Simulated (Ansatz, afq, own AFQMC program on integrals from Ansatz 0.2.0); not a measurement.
**AlH3⁺, doublet: AFQMC among the cluster methods**

```xyz
4

Al    0.0000    0.0756    0.0000
H     0.0000    0.2992   -2.0522
H     0.0000    0.2992    2.0522
H     0.0000   -2.6222    0.0000
```

Basis cc-pVDZ. Only valence electrons are correlated. Integrals, coupled cluster, full CI and functionals: Ansatz 0.2.0; the random walks run on the same integrals in our own AFQMC program. ph-AFQMC/CISD is guided by a CISD state made of CCSD amplitudes; releasing the constraint for a short imaginary time cuts its bias at the price of noise, slowly where states lie close. Error bars are statistical, one sigma.

Determinant: UHF, the one that the program's search chose, which needn't be the lowest solution. The geometry is a point of a scan.

Full CI on the same integrals is exact in this basis and with this determinant's frozen core.

Cautions: strong correlation (T1 0.119, weight of the determinant 0.75, largest double 0.15); unrestricted determinant spin contaminated (⟨S²⟩ 1.35 against 0.75); the released energies are still falling, so no released level is given (meV from the phaseless value at times in 1/Eh: -2.9 ± 2.4 at 0.24, -4 ± 3 at 0.51, -7.6 ± 1.8 at 0.99, -9.9 ± 1.8 at 1.62, -11.6 ± 1.7 at 2.40).

The T1 diagnostic is 0.1187, the weight of the determinant in the CISD state is 0.747 and the ⟨S²⟩ of the determinant is 1.347. The size of the correlated space is 5 electrons in 28 orbitals.

```csv
level,correlation energy (eV)
MP2,-1.0318
CCSD,-2.0297
CCSD(T),-2.1056
```

**Question.** Estimate where phaseless AFQMC with a CISD trial lies against CCSD(T) on the same integrals.

**Answer.** 1.07 ± 0.05 kcal/mol below CCSD(T).

Reference: full CI, correlation energy -2.171 eV. The cautions show a poor starting determinant, so the rows tell how each method copes with it here, and full CI is the sure value.

```tsv
level	E − E(reference) (kcal/mol)	share of correlation (%)
CCSD(T)	1.50	97.00
CCSDT	0.13	99.75
CCSDT(Q)	0.02	99.96
CCSDTQ	0.00	100.00
ph-AFQMC/CISD	0.43 ± 0.05	99.14
```

CCSDT and higher add their correlation energy to the determinant of the CCSD(T) run, since their own runs factorise the integrals more tightly (a shift of under 2 meV).
